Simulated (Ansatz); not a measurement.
A calculation with Ansatz (development build ahead of 0.2.0).

```yaml
crystal:
  periodic: [false, false, false]
  atoms:
    - { symbol: H, position_ang: [1.31094, 0.95959, 0.06255] }
    - { symbol: C, position_ang: [0.82661, -1.0e-05, -0.02781] }
    - { symbol: "N", position_ang: [-0.6433, 3.0e-05, 0.00196] }
    - { symbol: H, position_ang: [1.31073, -0.95972, 0.0625] }
    - { symbol: H, position_ang: [-1.01795, -0.004, 0.96404] }
    - { symbol: H, position_ang: [-1.03003, 0.82965, -0.46454] }
    - { symbol: H, position_ang: [-1.03023, -0.82566, -0.47141] }
basis:
  gaussian: { orbitals: cc-pVTZ }
total_charge: 1
magnetization:
  spin_polarized: true
  initial_magnetization: 1
hamiltonian:
  xc: hf
correlation:
  method: mp2
  frozen_orbitals: { C: 1, H: 0, "N": 1 }
output:
  forces: true
```

The input is written out in the form of the current development build from the run's settings.

Results

```
Converged                       : yes
Reference energy                : -94.97364 hartree
Correlation energy              : -0.35801 hartree
Total energy                    : -95.33166 hartree
Spin squared of the determinant : 0.763
Stability test                  : minimum
```

Forces (eV/Å):
| atom | Fx | Fy | Fz |
| --- | --- | --- | --- |
| H1 | -0.118 | -0.175 | 0.009 |
| C2 | -0.017 | 0.000 | -0.029 |
| N3 | -0.072 | -0.001 | 0.060 |
| H4 | -0.118 | 0.175 | 0.008 |
| H5 | 0.121 | 0.001 | -0.204 |
| H6 | 0.101 | -0.151 | 0.077 |
| H7 | 0.102 | 0.151 | 0.079 |
